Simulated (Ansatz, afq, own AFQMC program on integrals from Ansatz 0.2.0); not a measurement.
Integrals from Ansatz 0.2.0, then the random walk in our own AFQMC program (afq).

```yaml
crystal:
  periodic: [false, false, false]
  atoms:
    - {symbol: B, position_ang: [0.000000, -0.244322, 2.440009]}
    - {symbol: Al, position_ang: [0.000000, 0.137564, -0.904258]}
    - {symbol: H, position_ang: [0.000000, -1.061906, -1.965077]}
basis:
  gaussian: {orbitals: 6-31G}
magnetization: {spin_polarized: true, initial_magnetization: 1}
correlation: {method: ccsd_t, electrons: outside_noble_gas, hamiltonian_folder: ham}
```

```sh
$ ansatz run in.yaml --threads 1 --pin off --events-out ev --progress --plain --max-ram 16896MiB --backend cuda --devices 0, --max-vram 18GiB
```

afq runs on the folder ham with

```
--method phaseless --trial cisd --walkers 4000 --populations 20 --least-time 60 --time-step 0.005 --steps-per-block 50 --equilibration-blocks 40 --max-blocks 4000 --target-error 0.00032 --factor-cut 1e-05 --start spin_pure --seed 5094 --release-times 0.24,0.51,0.99,1.62,2.4 --release-step 0.03 --release-every 3 --taylor-order 6
```

Times are imaginary, in 1/Eh. The walk had a cap of 122 s. With eight or more populations the least sampling time is a fifth of least-time, and the error comes from their spread.

Log:

```
orbitals 18  electrons 4 3  factors 99 of 296
reference energy -266.94771516 Eh
CCSD correlation -0.08952465 Eh in 26 cycles, weight of the determinant in the CISD state 0.8441
energy of the start -267.034522 Eh
 block  time / (1/Eh)  mean weight  energy / Eh
     1     0.250  0.9999  -267.034467
     2     0.500  1.0000  -267.034725
     3     0.750  1.0000  -267.035117
     4     1.000  0.9999  -267.035564
     5     1.250  1.0000  -267.035973
    10     2.500  0.9999  -267.037176
    15     3.750  1.0001  -267.037901
    19     4.750  1.0000  -267.038199
    29     7.250  1.0000  -267.038767
    39     9.750  1.0000  -267.038550
    49    12.250  1.0001  -267.038730
    59    14.750  1.0001  -267.038627
    69    17.250  0.9997  -267.038986
    79    19.750  0.9997  -267.039570
    89    22.250  1.0000  -267.039068
error from the spread of 20 populations
released: time / (1/Eh)  energy / Eh  error  mean overlap
  0.24  -267.038979  0.000090  1.0019
  0.51  -267.039035  0.000068  1.0027
  0.99  -267.039078  0.000064  1.0020
  1.62  -267.039176  0.000099  1.0007
  2.40  -267.039323  0.000067  0.9997
energy -267.038882 +/- 0.000093 Eh
(rows thinned)
```

The run passed its tests (sampling time, drift between the halves within three errors, error under three times the target), which doesn't prove that it has relaxed.

Against this walk (error 2.5 meV) on the same determinant: CCSD(T) 7.9 meV higher, CCSDT(Q) 23.3 meV lower, CCSDTQ 24.4 meV lower, full CI 24.5 meV lower. The error is statistical and leaves out the bias of the constraint. The determinant has ⟨S²⟩ = 0.88, so the low cluster orders mix in higher spin, while the walk starts as a pure doublet. The released energies are still falling (meV from the phaseless value at times in 1/Eh: -2.6 ± 2.4 at 0.24, -4.2 ± 1.8 at 0.51, -5.3 ± 1.7 at 0.99, -8 ± 3 at 1.62, -12.0 ± 1.8 at 2.40), so they give no level; they do show a bias of the constraint, and the last of them that isn't too noisy lies 12 meV above full CI. Full CI is exact here, so the walk's 24 meV above it is the walk's own error: the bias of the constraint with this trial.

Cautions: constraint bias not in the error; strong correlation (T1 0.050, weight of the determinant 0.84, largest double 0.12); unrestricted determinant spin contaminated (⟨S²⟩ 0.88 against 0.75).

The walk took 28 s on 1 × NVIDIA H100 80GB HBM3 with 2 threads of AMD EPYC 7R13 Processor (Zen 3), with other jobs on the host (the card was shared). The log's last line is the phaseless energy.

CCSDT and higher add their correlation energy to the determinant of the CCSD(T) run, since their own runs factorise the integrals more tightly (a shift of under 2 meV). A walk keeps the symmetry of its determinant, which the program's search chose and which needn't be the lowest solution, so a lower state of the same spin and another symmetry isn't excluded.
